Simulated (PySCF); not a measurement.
Geometries of 3 isomers of C3H5FOS, from PBE0-D3(BJ)/def2-SVP geometry optimisation, gas phase (PySCF 2.14.0). One conformer each, no zero-point energy, no frequencies.

Question: Which is lowest in electronic energy at this level?
A.
```xyz
11
angstrom
C     -1.718    0.356   -0.242
S     -0.523   -1.009   -0.329
O     -0.458   -1.584    1.057
C      0.939   -0.001   -0.538
C      1.850   -0.056    0.430
F      3.005    0.583    0.367
H     -1.444    0.977    0.622
H     -2.702   -0.108   -0.085
H     -1.714    0.935   -1.176
H      1.078    0.547   -1.473
H      1.699   -0.644    1.342
```
B.
```xyz
11
angstrom
O      0.596    1.841   -1.726
S     -0.123    1.420   -0.488
C      0.914    0.314    0.595
C     -0.239   -0.676    0.720
C     -0.829   -0.312   -0.630
F     -2.161   -0.431   -0.784
H      1.733   -0.045   -0.047
H      1.311    0.790    1.501
H      0.019   -1.733    0.875
H     -0.941   -0.367    1.510
H     -0.298   -0.764   -1.486
```
C.
```xyz
11
angstrom
O     -0.826    1.854    1.098
S     -0.782    1.316   -0.298
C     -1.028   -0.530   -0.153
C      0.422   -0.720    0.293
C      0.916    0.490   -0.473
F      1.941    1.183    0.045
H     -1.261   -0.950   -1.143
H     -1.826   -0.762    0.564
H      0.506   -0.497    1.366
H      0.907   -1.684    0.077
H      1.086    0.295   -1.547
```

Answer: B. That is `O=[S@@]1CC[C@H]1F`, 3.4 kcal/mol below the next.

| SMILES | atoms numbered as above | E (Eh) | relative (kcal/mol) | relative (kJ/mol) | dipole (D) |
| --- | --- | --- | --- | --- | --- |
| O=[S@@]1CC[C@H]1F | [O:1]=[S@@:2]1[CH2:3][CH2:4][C@H:5]1[F:6] | -689.71900 | 0.0 | 0.0 | 4.00 |
| O=[S@@]1CC[C@@H]1F | [O:1]=[S@@:2]1[CH2:3][CH2:4][C@@H:5]1[F:6] | -689.71354 | 3.4 | 14.3 | 4.49 |
| C[S@](=O)/C=C/F | [CH3:1][S@:2](=[O:3])/[CH:4]=[CH:5]/[F:6] | -689.70365 | 9.6 | 40.3 | 3.22 |

As drawn, the lowest has a four-membered ring, which the highest lacks; the highest has a C=C bond outside aromatic rings, which the lowest lacks.
